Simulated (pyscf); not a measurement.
PySCF, gas phase, ωB97X-D3(BJ)/def2-SVP geometries.

Question: How much does it cost (ΔH, 298 K, ωB97M-D3(BJ)/def2-TZVP) to split H₂C=CH–O–Al(CH₃)–CH₃ at its Al–O bond into •H₂C–CH=O + [H₃C–Al–CH₃]•?

Answer: Al–O to •H₂C–CH=O + [H₃C–Al–CH₃]•: 4.30 eV. The 7 functionals that were run give +3.89 (PBE) to +4.33 eV (M06-2X). The radicals are drawn with the spin at the cut bond; how far it spreads was not checked. •H₂C–CH=O lies 0.29 eV over its isomer H₃C–C•=O, and others may lie lower still (electronic energy, ωB97M-D3(BJ)). Other isomers of [H₃C–Al–CH₃]• were not searched in full and may lie lower.
